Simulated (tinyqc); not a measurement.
Worked calculation (part 1 of 2): UHF in the sto-6g basis, for H2O+, spin multiplicity 2. Computed by tinyqc, a small Python program that keeps every step (integrals from PySCF). Settings: charge = 1, multiplicity = 2, basis = sto-6g, energy threshold = 1e-10, iteration cap = 75, orthogonalisation = symmetric, start = Wolfsberg-Helmholz matrix, DIIS depth = 8, DIIS from iteration = 2, method = UHF. Command: `OMP_NUM_THREADS=1 python tinyqc.py 21004 21005 out.jsonl` (the two numbers bound the seeds that draw the settings). One thread of a shared host (Intel(R) Xeon(R) Processor @ 2.60GHz), about 0.4 s of CPU time with the checks. Later iterations appear only in the table of the cycle.

## One-electron integrals

Geometry (angstrom):
```
atom,x,y,z
O,0.000000,0.000000,0.000000
H,0.000000,0.795000,0.475000
H,0.000000,-0.748000,0.447000
```

Basis sto-6g: exponents (1/bohr^2) and contraction coefficients of normalised primitives:
```
element,l (shell),exponent,coefficient
O,s (1),1355.584234,0.009164
O,s (1),248.544885,0.049361
O,s (1),69.533902,0.168538
O,s (1),23.886772,0.370563
O,s (1),9.275933,0.416492
O,s (1),3.820341,0.130334
O,s (2),52.187762,-0.013253
O,s (2),10.329320,-0.046992
O,s (2),3.210345,-0.033785
O,s (2),1.235135,0.250242
O,s (2),0.536420,0.595117
O,s (2),0.245881,0.240706
O,p (3),52.187762,0.003760
O,p (3),10.329320,0.037679
O,p (3),3.210345,0.173897
O,p (3),1.235135,0.418036
O,p (3),0.536420,0.425860
O,p (3),0.245881,0.101708
H,s (1),35.523221,0.009164
H,s (1),6.513144,0.049361
H,s (1),1.822143,0.168538
H,s (1),0.625955,0.370563
H,s (1),0.243077,0.416492
H,s (1),0.100112,0.130334
```

Overlap, kinetic and nuclear-attraction integrals over the contracted functions; the nuclear repulsion is the sum of Za Zb / Rab.

nuclear repulsion = 9.77241804 hartree

overlap S, lower triangle:
```
,1O 1s,1O 2s,1O 2px,1O 2py,1O 2pz,2H 1s,3H 1s
1O 1s,1.000000
1O 2s,0.231145,1.000000
1O 2px,0.000000,0.000000,1.000000
1O 2py,0.000000,0.000000,0.000000,1.000000
1O 2pz,0.000000,0.000000,0.000000,0.000000,1.000000
2H 1s,0.059521,0.497372,0.000000,0.346203,0.206851,1.000000
3H 1s,0.067436,0.534519,0.000000,-0.361035,0.215752,0.241291,1.000000
```

kinetic energy T (hartree), lower triangle:
```
,1O 1s,1O 2s,1O 2px,1O 2py,1O 2pz,2H 1s,3H 1s
1O 1s,29.327197
1O 2s,-0.896024,0.842618
1O 2px,0.000000,0.000000,2.531309
1O 2py,0.000000,0.000000,0.000000,2.531309
1O 2pz,0.000000,0.000000,0.000000,0.000000,2.531309
2H 1s,-0.001124,0.143624,0.000000,0.262909,0.157084,0.768522
3H 1s,0.001878,0.173846,0.000000,-0.302051,0.180504,0.005345,0.768522
```

nuclear attraction V (hartree), lower triangle:
```
,1O 1s,1O 2s,1O 2px,1O 2py,1O 2pz,2H 1s,3H 1s
1O 1s,-62.437005
1O 2s,-6.423729,-10.156057
1O 2px,0.000000,0.000000,-10.059796
1O 2py,0.001950,0.016410,0.000000,-10.271723
1O 2pz,-0.019165,-0.207592,0.000000,0.007904,-10.135466
2H 1s,-1.896511,-4.080611,0.000000,-2.545360,-1.585020,-5.963721
3H 1s,-2.152260,-4.465317,0.000000,2.723634,-1.693537,-1.640111,-6.190664
```

core Hamiltonian H = T + V (hartree), lower triangle:
```
,1O 1s,1O 2s,1O 2px,1O 2py,1O 2pz,2H 1s,3H 1s
1O 1s,-33.109808
1O 2s,-7.319754,-9.313438
1O 2px,0.000000,0.000000,-7.528487
1O 2py,0.001950,0.016410,0.000000,-7.740414
1O 2pz,-0.019165,-0.207592,0.000000,0.007904,-7.604157
2H 1s,-1.897635,-3.936987,0.000000,-2.282451,-1.427936,-5.195199
3H 1s,-2.150382,-4.291470,0.000000,2.421583,-1.513033,-1.634766,-5.422142
```

## Two-electron integrals

Functions are numbered as in S; the eight-fold symmetry (ij|kl) = (ji|kl) = (kl|ij) leaves the list below.

Two-electron integrals (ij|kl) in chemists' order, unique and non-zero (hartree):
```
i,j,k,l,(ij|kl)
1,1,1,1,4.787491
2,1,1,1,0.675884
2,1,2,1,0.121505
2,2,1,1,1.117379
2,2,2,1,0.249212
2,2,2,2,0.817383
3,1,3,1,0.025762
3,2,3,1,0.039145
3,2,3,2,0.180664
3,3,1,1,1.117381
3,3,2,1,0.249212
3,3,2,2,0.817382
3,3,3,3,0.880663
4,1,4,1,0.025762
4,2,4,1,0.039145
4,2,4,2,0.180664
4,3,4,3,0.047461
4,4,1,1,1.117381
4,4,2,1,0.249212
4,4,2,2,0.817382
4,4,3,3,0.785741
4,4,4,4,0.880663
5,1,5,1,0.025762
5,2,5,1,0.039145
5,2,5,2,0.180664
5,3,5,3,0.047461
5,4,5,4,0.047461
5,5,1,1,1.117381
5,5,2,1,0.249212
5,5,2,2,0.817382
5,5,3,3,0.785741
5,5,4,4,0.785741
5,5,5,5,0.880663
6,1,1,1,0.185960
6,1,2,1,0.032022
6,1,2,2,0.064173
6,1,3,3,0.064033
6,1,4,1,0.001338
6,1,4,2,0.002605
6,1,4,4,0.064343
6,1,5,1,0.000800
6,1,5,2,0.001557
6,1,5,4,0.000185
6,1,5,5,0.064144
6,1,6,1,0.008603
6,2,1,1,0.425537
6,2,2,1,0.096107
6,2,2,2,0.345751
6,2,3,3,0.340217
6,2,4,1,0.006550
6,2,4,2,0.046997
6,2,4,4,0.352451
6,2,5,1,0.003913
6,2,5,2,0.028080
6,2,5,4,0.007309
6,2,5,5,0.344585
6,2,6,1,0.025420
6,2,6,2,0.177245
6,3,3,1,0.011015
6,3,3,2,0.060849
6,3,4,3,0.009839
6,3,5,3,0.005879
6,3,6,3,0.025985
6,4,1,1,0.252878
6,4,2,1,0.057955
6,4,2,2,0.222388
6,4,3,3,0.212196
6,4,4,1,0.014552
6,4,4,2,0.089897
6,4,4,4,0.239906
6,4,5,1,0.002113
6,4,5,2,0.017355
6,4,5,4,0.010677
6,4,5,5,0.215063
6,4,6,1,0.016085
6,4,6,2,0.138670
6,4,6,4,0.133508
6,5,1,1,0.151090
6,5,2,1,0.034627
6,5,2,2,0.132874
6,5,3,3,0.126784
6,5,4,1,0.002113
6,5,4,2,0.017355
6,5,4,4,0.131582
6,5,5,1,0.012277
6,5,5,2,0.071219
6,5,5,4,0.012706
6,5,5,5,0.140255
6,5,6,1,0.009610
6,5,6,2,0.082853
6,5,6,4,0.064244
6,5,6,5,0.064369
6,6,1,1,0.546935
6,6,2,1,0.125794
6,6,2,2,0.514475
6,6,3,3,0.493660
6,6,4,1,0.011806
6,6,4,2,0.113193
6,6,4,4,0.539676
6,6,5,1,0.007054
6,6,5,2,0.067631
6,6,5,4,0.027494
6,6,5,5,0.510087
6,6,6,1,0.033679
6,6,6,2,0.324017
6,6,6,4,0.290006
6,6,6,5,0.173274
6,6,6,6,0.774999
7,1,1,1,0.210952
7,1,2,1,0.036312
7,1,2,2,0.072725
7,1,3,3,0.072564
7,1,4,1,-0.001514
7,1,4,2,-0.002939
7,1,4,4,0.072920
7,1,5,1,0.000905
7,1,5,2,0.001757
7,1,5,4,-0.000213
7,1,5,5,0.072691
7,1,6,1,0.009586
7,1,6,2,0.027700
7,1,6,4,0.015874
7,1,6,5,0.010459
7,1,6,6,0.036051
7,1,7,1,0.011063
7,2,1,1,0.466162
7,2,2,1,0.105196
7,2,2,2,0.376349
7,2,3,3,0.370486
7,2,4,1,-0.007121
7,2,4,2,-0.050209
7,2,4,4,0.383445
7,2,5,1,0.004255
7,2,5,2,0.030005
7,2,5,4,-0.007744
7,2,5,5,0.375114
7,2,6,1,0.026758
7,2,6,2,0.154624
7,2,6,4,0.083585
7,2,6,5,0.069785
7,2,6,6,0.230492
7,2,7,1,0.031519
7,2,7,2,0.206984
7,3,3,1,0.012272
7,3,3,2,0.067054
7,3,4,3,-0.010606
7,3,5,3,0.006338
7,3,6,3,0.022145
7,3,7,3,0.030980
7,4,1,1,-0.269874
7,4,2,1,-0.061819
7,4,2,2,-0.235843
7,4,3,3,-0.224949
7,4,4,1,0.016071
7,4,4,2,0.097598
7,4,4,4,-0.254611
7,4,5,1,-0.002270
7,4,5,2,-0.018253
7,4,5,4,0.011388
7,4,5,5,-0.227967
7,4,6,1,-0.014903
7,4,6,2,-0.080411
7,4,6,4,-0.021652
7,4,6,5,-0.035479
7,4,6,6,-0.104715
7,4,7,1,-0.019477
7,4,7,2,-0.157796
7,4,7,4,0.150348
7,5,1,1,0.161275
7,5,2,1,0.036943
7,5,2,2,0.140938
7,5,3,3,0.134428
7,5,4,1,-0.002270
7,5,4,2,-0.018253
7,5,4,4,0.139478
7,5,5,1,0.013629
7,5,5,2,0.077962
7,5,5,4,-0.013624
7,5,5,5,0.148908
7,5,6,1,0.009869
7,5,6,2,0.068548
7,5,6,4,0.036110
7,5,6,5,0.052622
7,5,6,6,0.112134
7,5,7,1,0.011639
7,5,7,2,0.094298
7,5,7,4,-0.071333
7,5,7,5,0.073609
7,6,1,1,0.165585
7,6,2,1,0.037639
7,6,2,2,0.143534
7,6,3,3,0.140849
7,6,4,1,0.000059
7,6,4,2,0.000631
7,6,4,4,0.144157
7,6,5,1,0.002537
7,6,5,2,0.020467
7,6,5,4,0.000141
7,6,5,5,0.145596
7,6,6,1,0.009813
7,6,6,2,0.070462
7,6,6,4,0.047816
7,6,6,5,0.036947
7,6,6,6,0.127596
7,6,7,1,0.011108
7,6,7,2,0.075415
7,6,7,4,-0.049113
7,6,7,5,0.038741
7,6,7,6,0.032685
7,7,1,1,0.575051
7,7,2,1,0.132114
7,7,2,2,0.534932
7,7,3,3,0.513365
7,7,4,1,-0.012705
7,7,4,2,-0.117984
7,7,4,4,0.561040
7,7,5,1,0.007592
7,7,5,2,0.070507
7,7,5,4,-0.028490
7,7,5,5,0.530391
7,7,6,1,0.033400
7,7,6,2,0.219725
7,7,6,4,0.104093
7,7,6,5,0.108858
7,7,6,6,0.337033
7,7,7,1,0.040104
7,7,7,2,0.355357
7,7,7,4,-0.310253
7,7,7,5,0.185405
7,7,7,6,0.127596
7,7,7,7,0.774999
```

## Orthogonalisation

S = U s U^T; symmetric (Loewdin) form X = U s^(-1/2) U^T, so that X^T S X = 1.

eigenvalues of S: 0.300628  0.370684  0.899832  1.000000  1.071299  1.393316  1.964241

X, lower triangle:
```
,1O 1s,1O 2s,1O 2px,1O 2py,1O 2pz,2H 1s,3H 1s
1O 1s,1.023065
1O 2s,-0.142001,1.307010
1O 2px,0.000000,0.000000,1.000000
1O 2py,0.000851,-0.019216,0.000000,1.157036
1O 2pz,-0.008972,0.115046,0.000000,-0.006387,1.046268
2H 1s,0.020673,-0.317382,0.000000,-0.266409,-0.130464,1.233740
3H 1s,0.021761,-0.368167,0.000000,0.290636,-0.146151,-0.090697,1.280223
```

## Starting guess

The start is the generalised Wolfsberg-Helmholz matrix (K = 1.75) built on H; D(s) = C_occ C_occ^T for each spin.

D(alpha) at the start, lower triangle:
```
,1O 1s,1O 2s,1O 2px,1O 2py,1O 2pz,2H 1s,3H 1s
1O 1s,1.028416
1O 2s,-0.105406,0.501681
1O 2px,0.000000,0.000000,1.000000
1O 2py,-0.003620,0.016156,0.000000,0.623137
1O 2pz,0.050600,-0.192194,0.000000,0.003704,0.934358
2H 1s,-0.070794,0.170338,0.000000,0.201825,0.048582,0.135301
3H 1s,-0.077497,0.181997,0.000000,-0.195150,0.050867,0.015802,0.150380
```

D(beta) at the start, lower triangle:
```
,1O 1s,1O 2s,1O 2px,1O 2py,1O 2pz,2H 1s,3H 1s
1O 1s,1.028416
1O 2s,-0.105406,0.501681
1O 2px,0.000000,0.000000,0.000000
1O 2py,-0.003620,0.016156,0.000000,0.623137
1O 2pz,0.050600,-0.192194,0.000000,0.003704,0.934358
2H 1s,-0.070794,0.170338,0.000000,0.201825,0.048582,0.135301
3H 1s,-0.077497,0.181997,0.000000,-0.195150,0.050867,0.015802,0.150380
```

## Iteration 1: building the Fock matrix

J_ij = sum D_kl (ij|kl) with D = D(alpha) + D(beta), K_ij = sum D_kl (ik|jl) for each spin; F = H + J - K(s); E = tr D H + tr D J / 2 - 0.5 sum_s tr D(s) K(s) + E_nn.

Coulomb J (hartree), lower triangle:
```
,1O 1s,1O 2s,1O 2px,1O 2py,1O 2pz,2H 1s,3H 1s
1O 1s,16.600901
1O 2s,2.921689,7.572983
1O 2px,0.000000,0.000000,7.498228
1O 2py,0.000055,-0.002016,0.000000,7.613660
1O 2pz,-0.006632,0.007785,0.000000,-0.001633,7.607062
2H 1s,0.776248,3.167834,0.000000,2.027923,1.217398,4.723910
3H 1s,0.880106,3.452067,0.000000,-2.154516,1.293092,1.309795,4.910974
```

exchange K(alpha) (hartree), lower triangle:
```
,1O 1s,1O 2s,1O 2px,1O 2py,1O 2pz,2H 1s,3H 1s
1O 1s,4.877423
1O 2s,0.791414,1.273742
1O 2px,0.000000,0.000000,1.123338
1O 2py,-0.000110,0.000043,0.000000,1.049455
1O 2pz,0.004732,-0.043746,0.000000,-0.001571,1.118221
2H 1s,0.218887,0.610694,0.000000,0.371088,0.203849,0.598239
3H 1s,0.247773,0.659262,0.000000,-0.386016,0.214771,0.247116,0.657606
```

exchange K(beta) (hartree), lower triangle:
```
,1O 1s,1O 2s,1O 2px,1O 2py,1O 2pz,2H 1s,3H 1s
1O 1s,4.851661
1O 2s,0.752270,1.093077
1O 2px,0.000000,0.000000,0.242675
1O 2py,-0.000110,0.000043,0.000000,1.001994
1O 2pz,0.004732,-0.043746,0.000000,-0.001571,1.070760
2H 1s,0.207872,0.549844,0.000000,0.361248,0.197970,0.572254
3H 1s,0.235500,0.592208,0.000000,-0.375410,0.208433,0.224972,0.626625
```

F(alpha) (hartree), lower triangle:
```
,1O 1s,1O 2s,1O 2px,1O 2py,1O 2pz,2H 1s,3H 1s
1O 1s,-21.386330
1O 2s,-5.189479,-3.014197
1O 2px,0.000000,0.000000,-1.153597
1O 2py,0.002115,0.014351,0.000000,-1.176210
1O 2pz,-0.030529,-0.156061,0.000000,0.007841,-1.115317
2H 1s,-1.340274,-1.379847,0.000000,-0.625616,-0.414386,-1.069528
3H 1s,-1.518048,-1.498666,0.000000,0.653083,-0.434713,-0.572087,-1.168774
```

F(beta) (hartree), lower triangle:
```
,1O 1s,1O 2s,1O 2px,1O 2py,1O 2pz,2H 1s,3H 1s
1O 1s,-21.360567
1O 2s,-5.150334,-2.833532
1O 2px,0.000000,0.000000,-0.272935
1O 2py,0.002115,0.014351,0.000000,-1.128749
1O 2pz,-0.030529,-0.156061,0.000000,0.007841,-1.067856
2H 1s,-1.329259,-1.318998,0.000000,-0.615776,-0.408507,-1.043543
3H 1s,-1.505776,-1.431612,0.000000,0.642477,-0.428375,-0.549942,-1.137793
```

total energy of this density = -75.15840157 hartree

## Iteration 1: diagonalisation and new density

Diagonalise F' = X^T F X, C = X C', fill 5 alpha and 4 beta electrons from the bottom; D(s) = C_occ C_occ^T. Each column has its largest component positive (the first on a tie).

F' = X^T F X (alpha) (hartree), lower triangle:
```
,1,2,3,4,5,6,7
1,-21.045265
2,-2.560417,-1.739498
3,0.000000,0.000000,-1.153597
4,-0.000202,-0.013433,0.000000,-0.834876
5,-0.037985,0.047722,0.000000,-0.002042,-1.023020
6,-0.232186,-0.591543,0.000000,-0.500120,-0.243990,-0.368896
7,-0.288111,-0.662152,0.000000,0.525100,-0.264795,-0.151518,-0.358583
```

orbital energies (alpha) (hartree): MO1 -21.390272, MO2 -1.924401, MO3 -1.312025, MO4 -1.153597, MO5 -1.101628, MO6 0.084612, MO7 0.273576

coefficients C (alpha):
```
,MO1,MO2,MO3,MO4,MO5,MO6,MO7
1O 1s,0.996267,-0.226239,-0.006700,0.000000,0.069896,0.134974,0.030448
1O 2s,0.018391,0.855838,0.036788,0.000000,-0.350449,-1.025226,-0.265083
1O 2px,0.000000,0.000000,0.000000,1.000000,0.000000,0.000000,0.000000
1O 2py,-0.000429,-0.016350,0.749344,0.000000,0.014750,-0.168745,0.950847
1O 2pz,0.003599,0.162429,-0.011502,0.000000,0.921130,-0.507487,-0.117744
2H 1s,-0.004485,0.119955,0.293406,0.000000,0.109403,1.030552,-0.738236
3H 1s,-0.005188,0.137115,-0.289357,0.000000,0.099774,0.702961,1.132423
```

F' = X^T F X (beta) (hartree), lower triangle:
```
,1,2,3,4,5,6,7
1,-21.025746
2,-2.543750,-1.545982
3,0.000000,0.000000,-0.272935
4,-0.000265,-0.013796,0.000000,-0.783566
5,-0.037451,0.052061,0.000000,-0.002136,-0.974373
6,-0.233085,-0.579716,0.000000,-0.500258,-0.243845,-0.364173
7,-0.288997,-0.648271,0.000000,0.525160,-0.264546,-0.149700,-0.352973
```

orbital energies (beta) (hartree): MO1 -21.363528, MO2 -1.779358, MO3 -1.275557, MO4 -1.045013, MO5 -0.272935, MO6 0.123411, MO7 0.293231

coefficients C (beta):
```
,MO1,MO2,MO3,MO4,MO5,MO6,MO7
1O 1s,0.996797,-0.216248,-0.007326,0.078509,0.000000,-0.141144,0.036087
1O 2s,0.015888,0.801810,0.038410,-0.380945,0.000000,1.047425,-0.302450
1O 2px,0.000000,0.000000,0.000000,0.000000,1.000000,0.000000,0.000000
1O 2py,-0.000393,-0.019304,0.735595,0.010417,0.000000,0.200049,0.955503
1O 2pz,0.003341,0.186400,-0.005464,0.916886,0.000000,0.503371,-0.132540
2H 1s,-0.003940,0.152323,0.309617,0.095605,0.000000,-1.046678,-0.704087
3H 1s,-0.004568,0.174991,-0.299836,0.087734,0.000000,-0.665799,1.147831
```

D(alpha) after iteration 1, lower triangle:
```
,1O 1s,1O 2s,1O 2px,1O 2py,1O 2pz,2H 1s,3H 1s
1O 1s,1.048663
1O 2s,-0.200043,0.856965
1O 2px,0.000000,0.000000,1.000000
1O 2py,-0.000718,0.008397,0.000000,0.562001
1O 2pz,0.031298,-0.184153,0.000000,0.002310,0.875008
2H 1s,-0.025925,0.075034,0.000000,0.219516,0.116867,0.112465
3H 1s,-0.027277,0.071642,0.000000,-0.217596,0.117486,-0.057513,0.112510
```

D(beta) after iteration 1, lower triangle:
```
,1O 1s,1O 2s,1O 2px,1O 2py,1O 2pz,2H 1s,3H 1s
1O 1s,1.046584
1O 2s,-0.187741,0.789747
1O 2px,0.000000,0.000000,0.000000
1O 2py,-0.000788,0.008801,0.000000,0.541582
1O 2pz,0.035045,-0.199982,0.000000,0.001932,0.875466
2H 1s,-0.031629,0.097544,0.000000,0.225810,0.114347,0.128221
3H 1s,-0.033310,0.095298,0.000000,-0.223020,0.114683,-0.057773,0.128241
```

## Iteration 2: building the Fock matrix

As before.

Coulomb J (hartree), lower triangle:
```
,1O 1s,1O 2s,1O 2px,1O 2py,1O 2pz,2H 1s,3H 1s
1O 1s,16.748491
1O 2s,2.945643,7.625236
1O 2px,0.000000,0.000000,7.560283
1O 2py,-0.000328,-0.002087,0.000000,7.655758
1O 2pz,-0.005256,0.014923,0.000000,-0.000906,7.659667
2H 1s,0.782719,3.185058,0.000000,2.034899,1.225242,4.732362
3H 1s,0.887496,3.469670,0.000000,-2.159971,1.300359,1.315405,4.913430
```

exchange K(alpha) (hartree), lower triangle:
```
,1O 1s,1O 2s,1O 2px,1O 2py,1O 2pz,2H 1s,3H 1s
1O 1s,4.908572
1O 2s,0.777928,1.345082
1O 2px,0.000000,0.000000,1.148201
1O 2py,-0.000189,-0.001982,0.000000,1.031668
1O 2pz,0.001140,-0.027701,0.000000,-0.002273,1.120124
2H 1s,0.219174,0.605650,0.000000,0.366062,0.219806,0.569067
3H 1s,0.247709,0.654978,0.000000,-0.380247,0.229319,0.221952,0.621042
```

exchange K(beta) (hartree), lower triangle:
```
,1O 1s,1O 2s,1O 2px,1O 2py,1O 2pz,2H 1s,3H 1s
1O 1s,4.879627
1O 2s,0.738225,1.149548
1O 2px,0.000000,0.000000,0.262053
1O 2py,-0.000172,-0.002366,0.000000,0.973461
1O 2pz,0.000668,-0.034489,0.000000,-0.002597,1.068363
2H 1s,0.208044,0.547423,0.000000,0.358982,0.212581,0.558718
3H 1s,0.235290,0.589958,0.000000,-0.372225,0.221431,0.204119,0.604646
```

F(alpha) (hartree), lower triangle:
```
,1O 1s,1O 2s,1O 2px,1O 2py,1O 2pz,2H 1s,3H 1s
1O 1s,-21.269889
1O 2s,-5.152039,-3.033284
1O 2px,0.000000,0.000000,-1.116405
1O 2py,0.001811,0.016305,0.000000,-1.116325
1O 2pz,-0.025562,-0.164968,0.000000,0.009271,-1.064614
2H 1s,-1.334091,-1.357578,0.000000,-0.613614,-0.422500,-1.031904
3H 1s,-1.510595,-1.476778,0.000000,0.641859,-0.441993,-0.541313,-1.129753
```

F(beta) (hartree), lower triangle:
```
,1O 1s,1O 2s,1O 2px,1O 2py,1O 2pz,2H 1s,3H 1s
1O 1s,-21.240944
1O 2s,-5.112336,-2.837750
1O 2px,0.000000,0.000000,-0.230257
1O 2py,0.001794,0.016689,0.000000,-1.058117
1O 2pz,-0.025089,-0.158180,0.000000,0.009594,-1.012853
2H 1s,-1.322961,-1.299352,0.000000,-0.606534,-0.415275,-1.021555
3H 1s,-1.498176,-1.411758,0.000000,0.633838,-0.434105,-0.523480,-1.113357
```

total energy of this density = -75.32078259 hartree

## Iteration 2: diagonalisation and new density

As before.

F' = X^T F X (alpha) (hartree), lower triangle:
```
,1,2,3,4,5,6,7
1,-20.934369
2,-2.524746,-1.806643
3,0.000000,0.000000,-1.116405
4,-0.001070,-0.010468,0.000000,-0.768586
5,-0.029842,0.039864,0.000000,-0.000583,-0.964377
6,-0.238507,-0.572139,0.000000,-0.501787,-0.263323,-0.337660
7,-0.294747,-0.640451,0.000000,0.527750,-0.283091,-0.124742,-0.325223
```

orbital energies (alpha) (hartree): MO1 -21.273446, MO2 -1.940380, MO3 -1.267435, MO4 -1.116405, MO5 -1.061735, MO6 0.106308, MO7 0.299829

coefficients C (alpha):
```
,MO1,MO2,MO3,MO4,MO5,MO6,MO7
1O 1s,0.996437,-0.231319,-0.007037,0.000000,0.071506,0.124754,0.026197
1O 2s,0.017423,0.895905,0.039669,0.000000,-0.375708,-0.987172,-0.241112
1O 2px,0.000000,0.000000,0.000000,1.000000,0.000000,0.000000,0.000000
1O 2py,-0.000383,-0.018071,0.731106,0.000000,0.016128,-0.157719,0.966752
1O 2pz,0.003153,0.167144,-0.013871,0.000000,0.903792,-0.537083,-0.113920
2H 1s,-0.004031,0.090169,0.309494,0.000000,0.145340,1.017539,-0.747698
3H 1s,-0.004663,0.103773,-0.308655,0.000000,0.132505,0.720102,1.116639
```

F' = X^T F X (beta) (hartree), lower triangle:
```
,1,2,3,4,5,6,7
1,-20.911352
2,-2.510828,-1.586430
3,0.000000,0.000000,-0.230257
4,-0.001181,-0.010667,0.000000,-0.701143
5,-0.030021,0.054331,0.000000,-0.000375,-0.910642
6,-0.238652,-0.564641,0.000000,-0.506032,-0.262569,-0.349431
7,-0.294870,-0.630633,0.000000,0.531657,-0.282076,-0.125296,-0.335743
```

orbital energies (beta) (hartree): MO1 -21.243564, MO2 -1.778706, MO3 -1.231147, MO4 -1.004192, MO5 -0.230257, MO6 0.141446, MO7 0.321422

coefficients C (beta):
```
,MO1,MO2,MO3,MO4,MO5,MO6,MO7
1O 1s,0.996971,-0.220277,-0.007683,0.080668,0.000000,0.133551,0.030520
1O 2s,0.014884,0.831977,0.041230,-0.410794,0.000000,-1.021512,-0.268283
1O 2px,0.000000,0.000000,0.000000,0.000000,1.000000,0.000000,0.000000
1O 2py,-0.000344,-0.021093,0.706484,0.011092,0.000000,-0.181551,0.980785
1O 2pz,0.002859,0.183088,-0.007737,0.898093,0.000000,-0.539119,-0.124921
2H 1s,-0.003467,0.132267,0.336602,0.135718,0.000000,1.025203,-0.720574
3H 1s,-0.004020,0.152503,-0.328234,0.124690,0.000000,0.695314,1.122063
```

D(alpha) after iteration 2, lower triangle:
```
,1O 1s,1O 2s,1O 2px,1O 2py,1O 2pz,2H 1s,3H 1s
1O 1s,1.051558
1O 2s,-0.217023,0.945679
1O 2px,0.000000,0.000000,1.000000
1O 2py,-0.000193,0.006746,0.000000,0.535102
1O 2pz,0.029203,-0.190312,0.000000,0.001414,0.844980
2H 1s,-0.016660,0.038385,0.000000,0.226989,0.142123,0.125057
3H 1s,-0.017004,0.030862,0.000000,-0.225396,0.141368,-0.066893,0.123616
```

D(beta) after iteration 2, lower triangle:
```
,1O 1s,1O 2s,1O 2px,1O 2py,1O 2pz,2H 1s,3H 1s
1O 1s,1.049040
1O 2s,-0.201881,0.862859
1O 2px,0.000000,0.000000,0.000000
1O 2py,-0.000230,0.007018,0.000000,0.499687
1O 2pz,0.035027,-0.216883,0.000000,0.000633,0.840160
2H 1s,-0.024230,0.068118,0.000000,0.236520,0.143489,0.149227
3H 1s,-0.025021,0.062064,0.000000,-0.233725,0.142433,-0.073377,0.146559
```
